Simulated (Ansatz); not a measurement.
C5H10O2 can be A, `CCC(C)C(=O)O`, or B, `COC1CCCO1`.

Calculated with Ansatz (gas phase, PBE0-D4/def2-TZVP geometries, no zero-point term in ΔE). CCSD(T)/CBS is the MP2 limit (def2-TZVPP, def2-QZVPP) plus CCSD(T) − MP2 in def2-TZVPP, frozen cores. DFT in def2-TZVPP. B3LYP here is the variant with VWN-RPA as its local correlation; programs differ in this. Each species was taken in one conformer, which may not be the lowest.

A:

```xyz
17

C    -1.213    1.370    0.970
C    -0.870   -0.078    0.665
C     0.572   -0.279    0.200
C     0.880   -1.752   -0.056
C     0.875    0.534   -1.032
O     1.761    1.338   -1.139
O     0.037    0.256   -2.049
H    -0.551    1.781    1.736
H    -2.240    1.461    1.330
H    -1.119    1.999    0.082
H    -1.017   -0.691    1.560
H    -1.547   -0.473   -0.098
H     1.252    0.105    0.965
H     0.725   -2.327    0.859
H     1.915   -1.895   -0.374
H     0.224   -2.157   -0.829
H     0.317    0.809   -2.792
```

B:

Z-matrix (Å, degrees):
```
C
O 1 1.406
H 1 1.094 2 111.6
H 1 1.090 2 107.2 3 -119.8
H 1 1.099 2 111.1 3 121.3
C 2 1.399 1 113.2 3 -62.3
O 6 1.403 2 112.4 1 63.6
C 6 1.514 2 108.0 1 179.5
H 6 1.098 2 109.5 1 -54.7
C 7 1.428 6 110.0 2 92.3
C 8 1.525 6 101.3 2 -83.2
H 8 1.093 6 109.2 2 159.5
H 8 1.089 6 112.0 2 38.7
H 10 1.093 7 109.5 6 -119.8
H 10 1.095 7 107.8 6 122.7
H 11 1.091 8 109.9 6 83.2
H 11 1.090 8 113.3 6 -155.5
```

Q: Which is lower in electronic energy at CCSD(T)/CBS, and by how much? (Best estimate.)

A: The calculation gave: A, by 30.2 kcal/mol.

Q: Give E(B) − E(A) in kcal/mol with B2PLYP, PBE-D4, CCSD(T)/def2-SVP, BLYP-D4, CCSD/def2-TZVPP, ωB97M-V, B3LYP. (Estimate.)

A: The calculation gave: B2PLYP 31.7, PBE-D4 31.0, CCSD(T)/def2-SVP 32.7, BLYP-D4 33.3, CCSD/def2-TZVPP 29.5, ωB97M-V 30.0, B3LYP 31.4. None reverses the order clearly.

Largest T1 diagnostic: 0.013.

From PBE to PBE0 (25 % exact exchange), in def2-TZVPP and without D4, E(B) − E(A) moves by −2.1 kcal/mol. At CCSD(T), def2-SVP lies +2.5 kcal/mol from the extrapolated value and def2-TZVPP −0.1 kcal/mol.
